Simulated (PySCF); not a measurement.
PySCF input:

```python
from pyscf import gto, scf, dft

mol = gto.M(
    atom='''
    O     0.10099332    1.41619481   -0.12530546
    C     0.01300559    0.17658011    0.33465754
    H     0.00807600    0.08873082    1.47459969
    C    -1.30474202   -0.54356908   -0.09708198
    C     1.21402198   -0.72345292   -0.10005249
    H    -1.34154249   -0.59203777   -1.19230692
    H     1.24099077   -0.77647585   -1.19535263
    H    -2.15658108    0.05414601    0.23939424
    H     2.14294415   -0.25291535    0.23432359
    H    -1.40344546   -1.56235804    0.30983993
    H     1.16789825   -1.74599699    0.30680741
    ''',
    basis='def2-tzvpd',
    charge=-1,
    spin=0,
    verbose=4,
)

mf = dft.RKS(mol, xc='tpssh').density_fit(auxbasis='def2-universal-jkfit')
mf.grids.level = 3
mf.conv_tol = 1e-9
mf.max_cycle = 100
mf.max_memory = 1500
mf.kernel()
if not mf.converged:
    mf = mf.newton()
    mf.kernel(mf.make_rdm1())
mf.analyze()
```

Q: Predict the final energy.

A: -193.83300 Eh (TPSSh/def2-TZVPD).

It need not be the lowest isomer of its formula. Whether it binds its extra electron was not tested at this geometry.
